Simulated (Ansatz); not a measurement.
System: hematite (α-Fe2O3). Method: HSE06 (Ansatz, a program for electronic structure, plane waves, PAW).

Numerical settings: plane-wave cutoff 500 eV, 6×6×6 k mesh, Fermi–Dirac smearing 0.05 eV, spin-polarised with opposed moments, scalar-relativistic PAW data made under PBE.

Cell (relaxed with r²SCAN):

Fe$_{2}$O$_{3}$ is modelled in the trigonal space group R-3c, hexagonal axes (No. 167), the corundum structure, Pearson symbol hR10. Conventional cell: a = 5.0077 Å, b = 5.0077 Å, c = 13.7611 Å, α = 90.00°, β = 90.00°, γ = 120.00°. Fe on 12c is coordinated by 3 O at 1.929 Å and 3 O at 2.118 Å. O on 18e sees 2 Fe at 1.929 Å and 2 Fe at 2.118 Å. (Neighbours: up to the widest gap in distance over summed covalent radii, below 1.35, at either atom; cation-cation and far metal-metal contacts left out.)
(The calculation used a cell of 10 atoms; values per cell refer to that cell.)

Question: Estimate the magnetic moment (largest site, within a sphere) and band gap that the calculation returns.

Answer: 
- magnetic moment (largest site, within a sphere) = 3.91 μB
- band gap = 3.47 eV (on the SCF k mesh)

Measured, for comparison: band gap 2.6 eV (temperature not stated, no zero-point or thermal correction, photoemission and inverse photoemission; as tabulated in Parkinson (2016), arXiv:1602.06774). Computed (rounded) less measured: band gap +0.87 eV.

Note: exact exchange on metals is sensitive to the k mesh and can open a false gap; a magnet's gap depends somewhat on the PAW data; cell and atoms aren't relaxed at this level (largest force component 0.11 eV/Å, pressure 1.8 GPa).

Moments are spin moments.

Computed values are for the static lattice.

Cost on a shared machine: around 27 core-minutes (rough).
